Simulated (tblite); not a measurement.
Species: C₃H₅F₂ (doublet state).
Atom-mapped SMILES: `[F:1][CH2:2][CH:3][CH2:4][F:5]` (hydrogens: H6, H7 on C2; H8 on C3; H9, H10 on C4)

Structure optimised with GFN2-xTB, isolated species. This method treats the open shell by occupation alone, without spin polarisation.

Question: What internal coordinates does the optimisation give?

Answer: 
| bond | length (pm) |
| --- | --- |
| F1–C2, C4–F5 | 137.1 |
| C2–C3, C3–C4 | 147.4 |
| C2–H6 and 3 like bonds | 110.3 |
| C3–H8 | 107.2 |

Bonds in one row agree within 1 pm and their mean is given. A selection of angles:
| angle | degrees |
| --- | --- |
| F1–C2–C3 | 111.7 |
| F1–C2–H6 | 106.2 |
| F1–C2–H7 | 106.7 |
| C3–C2–H6 | 112.3 |
| H6–C2–H7 | 107.7 |
| C2–C3–C4 | 121.0 |
| C2–C3–H8 | 119.1 |

Torsions: F1–C2–C3–C4 -7° (synperiplanar); C2–C3–C4–F5 -177° (antiperiplanar). The mirror-image conformer, all signs reversed, is as good.

C3 (carbon bonded to 2 C and H) is planar (angles 121.0°, 119.9° and 119.1°, sum 360.0°, 0.01 Å off the plane of its three neighbours). Of the pairs four or more bonds apart, F1···H9 is among the closest relative to their van der Waals radii: 2.73 Å, 102 % of the sum of Bondi's values.

Point group: near Cs, missed by 0.17 Å at most; the miss may be what the optimiser left on a soft mode. GFN2-xTB frequencies show an imaginary mode (33i cm⁻¹), so the point is no minimum at that level.

Time: under 0.1 s wall. Hardware: Arm Neoverse V1, one thread, shared host. These figures are those of the optimisation.

All values are computed, not measured.
